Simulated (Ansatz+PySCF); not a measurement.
doublet CH3: levels of theory in one basis

```yaml
atoms:
  - { symbol: C, position_ang: [0.0000, 0.0000, 0.0000] }
  - { symbol: H, position_ang: [1.0031, 0.0000, 0.0000] }
  - { symbol: H, position_ang: [-0.5016, 0.8687, 0.0000] }
  - { symbol: H, position_ang: [-0.5016, -0.8687, 0.0000] }
```

Basis set: def2-SVP (spherical functions). Left uncorrelated: 1 orbital. Correlation on ROHF uses semicanonical orbitals with singles. Charge 0, multiplicity 2.

Computed with Ansatz (development build ahead of 0.2.0); each method stands on the lowest determinant of its kind that the runs found. NEVPT2 correlates all electrons. Active spaces start from the frontier orbitals, and the lowest solution found is given.

```csv
method,E − E(ROHF) (eV),<S²> of the determinant
ROHF,0.00,0.75
UHF,-0.10,0.76
ROHF-MP2,-3.49,–
ROHF-CCSD(T),-4.12,–
"CASSCF(7,7)",-1.40,–
"SC-NEVPT2(7,7)",-3.61,–
```

Question: What does UHF-CCSD give on the same scale?

Answer: -4.06 eV.

Question: Is a single determinant a sound starting point here?

Answer: By this sign, yes. Unrestricted orbitals gain 0.10 eV and <S²> is 0.76 against 0.75 for a pure state. The CASSCF(7,7) natural occupations are 1.99, 1.98, 1.98, 1.00, 0.02, 0.02, 0.02.
